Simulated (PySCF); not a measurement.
SiCl was optimised in PySCF in the def2-TZVP basis family (density fitting, no spin–orbit coupling) with several functionals.

One of them gave a doublet of C∞v symmetry with a mean bond of 2.067 Å to Si, wavenumbers 535 cm⁻¹.

Task: Which level of theory was it?
A. B3LYP
B. wB97X
C. PBE0

Result: C. That is PBE0, with Si–Cl 2.067 Å. The others give wB97X 2.059 Å and 547 cm⁻¹ for the highest mode; B3LYP 2.084 Å and 514 cm⁻¹ for the highest mode.

The entropy of SiCl lacks the orbital degeneracy of a ²Π state, up to R ln 2. Each species is the lowest minimum found with this bonding; other isomers or fragments can lie lower.
